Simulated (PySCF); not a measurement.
**BrClFH, a complex of two parts: interaction energy**

An exercise on one series of results from a longer session: the logs are not shown, and one member is left open.

Programs: PySCF 2.14.0. All values are calculated, for the isolated system unless a continuum is named. Atoms count from 0, parts from 1.

## The system as given

4 atoms, charge 0, multiplicity 1; geometry: GFN2-xTB. Parts: 1 = atoms 0–1, `FBr`, charge 0; 2 = atoms 2–3, `Cl`, charge 0.

The first run:

Job settings and geometry (Å):

```
{"job": {"xc": "PBE0", "basis": "def2-TZVPD", "d3": "d3bj", "grid": 3, "kind": "geom", "shake": 0.01}, "charge": 0, "multiplicity": 1, "parts": [{"atoms": "0-1", "charge": 0, "multiplicity": 1}, {"atoms": "2-3", "charge": 0, "multiplicity": 1}]}
Br     0.676166    -0.219607     0.119089
F     -1.035568     0.426443    -0.110688
Cl     3.201477    -1.090744     0.445741
H      3.344071    -2.367511     0.471102
```

On the command line:

```sh
$ OMP_NUM_THREADS=1 python cluster_run.py task.json out
```

This one command runs all jobs of the session in turn.

Among the steps run: Relaxing the molecule at PBE0-D3(BJ)/def2-TZVPD; Coupled-cluster interaction energy: CCSD(T) and MP2, 2.90 Å; Coupled-cluster interaction energy: CCSD(T) and MP2, 3.04 Å; Coupled-cluster interaction energy: CCSD(T) and MP2, 3.19 Å; Coupled-cluster interaction energy: CCSD(T) and MP2, 2.75 Å; Coupled-cluster interaction energy: CCSD(T) and MP2, 3.62 Å; Coupled-cluster interaction energy: CCSD(T) and MP2, 2.61 Å; Coupled-cluster interaction energy: CCSD(T) and MP2, 4.35 Å; Coupled-cluster interaction energy: CCSD(T) and MP2, 5.80 Å.

One table of the session follows, with a row left open; its other results are not shown here.

It belongs to the step «Coupled-cluster interaction energy: CCSD(T) and MP2, 5.80 Å». 

```
                 method  interaction energy (kcal/mol)
         HF/aug-cc-pVDZ                              ?
        MP2/aug-cc-pVDZ                         -0.221
       CCSD/aug-cc-pVDZ                         -0.203
    CCSD(T)/aug-cc-pVDZ                         -0.207
         HF/aug-cc-pVQZ                         -0.176
        MP2/aug-cc-pVQZ                         -0.223
    SCS-MP2/aug-cc-pVQZ                         -0.205
      MP2, extrapolated                         -0.225
CCSD(T), limit estimate                         -0.211
```

**Question.** Estimate the row for HF/aug-cc-pVDZ.

The run gave: interaction energy (kcal/mol): -0.184. In the column «interaction energy (kcal/mol)» it lies between CCSD/aug-cc-pVDZ (-0.203) and HF/aug-cc-pVQZ (-0.176).
